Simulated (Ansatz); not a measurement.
Working through a saddle search for pyramidal inversion of AlH5O, SMILES [OH2+][AlH3-]

With the Python package of Ansatz (0.2.0).

The cells in order, each with its output:

In [1]:
```python
import itertools

import ansatz as az
from ase.data import atomic_numbers, covalent_radii
import numpy as np
```

In [2]:
```python
geometry_ang = [
    ("O", [-0.3473, -1.1963, -0.1185]),
    ("Al", [0.0216, 0.6312, -0.1033]),
    ("H", [-0.6207, -1.3738, 0.801]),
    ("H", [0.5369, -1.5947, -0.3269]),
    ("H", [0.4936, 1.0858, -1.5769]),
    ("H", [-1.2588, 1.492, 0.3353]),
    ("H", [1.236, 0.8878, 0.9436]),
]
molecule = az.Crystal.molecule()
for symbol, xyz in geometry_ang:
    molecule = molecule.atom(symbol, xyz)
```

In [3]:
```python
calc = (
    molecule.calculation()
    .basis(gaussian="def2-SVP")
    .functional("PBE")
)
symbols = [site.symbol for site in molecule.cartesian_sites]
start = np.array([site.position_ang for site in molecule.cartesian_sites], dtype=float)
summary = calc.relax(force_tolerance=0.005).run(threads=1, backend="cpu").report
end = np.array(summary["positions_ang"])
```

In [4]:
```python
a, b, d = end[[1, 2, 3]]
normal = np.cross(b - a, d - a)
normal /= np.linalg.norm(normal)
flat = end.copy()
flat[0] -= 0.8 * ((end[0] - a) @ normal) * normal
guess = np.zeros_like(flat)
guess[0] = normal
near = az.Crystal.molecule()
for symbol, place in zip(symbols, flat):
    near = near.atom(symbol, place.tolist())
search = near.calculation()
search = search.basis(gaussian="def2-SVP")
search = search.functional("PBE")
search = search.saddle(mode_guess=guess.tolist(), force_tolerance=0.01, max_steps=40)
steps = []
top = search.session().plan().execute(on_event=lambda e: steps.append(e["data"]) if e["event"] == "saddle_step" else None).report
for s in steps:
    print(f"step {s['step']:2d}  E = {s['lagrangian_ev']:.5f} eV  force {s['allowed_force_max_ev_ang']:.4f} eV/A  curvature {s['curvature_ev_ang2']:.3f} eV/A^2")
print(f"minimum {summary['free_energy_ev']:.5f} eV, saddle {top['free_energy_ev']:.5f} eV")
print(f"electronic barrier {23.060548 * (top['free_energy_ev'] - summary['free_energy_ev']):.2f} kcal/mol")
saddle = np.array(top["positions_ang"])
radius = [covalent_radii[atomic_numbers[s]] for s in symbols]
span = lambda where, i, j: np.linalg.norm(where[i] - where[j])
bonded = [(i, j) for i, j in itertools.combinations(range(len(symbols)), 2) if min(span(end, i, j), span(saddle, i, j)) < 1.2 * (radius[i] + radius[j])]
print("pair        before    after (A)")
for i, j in bonded:
    print(f"{symbols[i]}{i}-{symbols[j]}{j}".ljust(10), f"{span(end, i, j):8.4f} {span(saddle, i, j):8.4f}")
for first, second in list(itertools.combinations(bonded, 2)):
    shared = set(first) & set(second)
    if shared and symbols[(j := shared.pop())] != "H":
        i, k = sorted((set(first) | set(second)) - {j})
        u, v = saddle[i] - saddle[j], saddle[k] - saddle[j]
        angle = np.degrees(np.arccos(np.clip(u @ v / np.linalg.norm(u) / np.linalg.norm(v), -1, 1)))
        print(f"final angle {symbols[i]}{i}-{symbols[j]}{j}-{symbols[k]}{k}: {angle:.2f} deg")
```
```text
RunWarning: saddle search: converged after 16 steps; from 3 of them it moved with no negative curvature along its mode to follow; the point found lies 0.169 Å from the start (the largest move of one atom). A search that has climbed so is the less sure of closing on the saddle that was meant: its order check could not [...]
step  1  E = -8714.70669 eV  force 5.1848 eV/A  curvature -17.660 eV/A^2
step  2  E = -8715.11888 eV  force 0.3287 eV/A  curvature -1.093 eV/A^2
step  3  E = -8715.12939 eV  force 0.4654 eV/A  curvature 0.142 eV/A^2
step  4  E = -8715.13243 eV  force 0.1954 eV/A  curvature -0.206 eV/A^2
step  5  E = -8715.14235 eV  force 0.1118 eV/A  curvature -0.392 eV/A^2
step  6  E = -8715.14778 eV  force 0.4569 eV/A  curvature 0.544 eV/A^2
step  7  E = -8715.14743 eV  force 0.2549 eV/A  curvature -0.088 eV/A^2
step  8  E = -8715.15161 eV  force 0.0933 eV/A  curvature -0.823 eV/A^2
step  9  E = -8715.15548 eV  force 0.0673 eV/A  curvature -0.918 eV/A^2
step 10  E = -8715.15492 eV  force 0.1451 eV/A  curvature -0.737 eV/A^2
step 11  E = -8715.15613 eV  force 0.0191 eV/A  curvature -0.823 eV/A^2
step 12  E = -8715.15610 eV  force 0.0144 eV/A  curvature -0.989 eV/A^2
step 13  E = -8715.14274 eV  force 0.4063 eV/A  curvature 0.027 eV/A^2
step 14  E = -8715.15602 eV  force 0.0136 eV/A  curvature -1.029 eV/A^2
step 15  E = -8715.15603 eV  force 0.0074 eV/A  curvature -1.046 eV/A^2
step 16  E = -8715.15600 eV  force 0.0015 eV/A  curvature -1.026 eV/A^2
minimum -8715.19790 eV, saddle -8715.15603 eV
electronic barrier 0.97 kcal/mol
pair        before    after (A)
O0-Al1       2.0616   2.0342
O0-H2        0.9777   0.9737
O0-H3        0.9777   0.9738
Al1-H4       1.6056   1.6121
Al1-H5       1.6173   1.6138
Al1-H6       1.6173   1.6138
final angle Al1-O0-H2: 125.31 deg
final angle Al1-O0-H3: 125.44 deg
final angle O0-Al1-H4: 102.56 deg
final angle O0-Al1-H5: 96.24 deg
final angle O0-Al1-H6: 96.36 deg
final angle H2-O0-H3: 109.23 deg
final angle H4-Al1-H5: 117.29 deg
final angle H4-Al1-H6: 117.28 deg
final angle H5-Al1-H6: 119.18 deg
```

Caveats:
- Total energies depend on the basis set; only differences at equal settings carry meaning.
- Warnings are shown shortened and without file and line.
- The energies are electronic: no zero-point or thermal terms, and the basis set is short of its limit. No separate frequency run checks the order of the saddle point.
- Wall time of the script: 110 s on 1 thread of Arm Neoverse V1 (shared host), peak memory 0.18 GiB.

(Lines on the test bed's own set-up are left out of the output.)
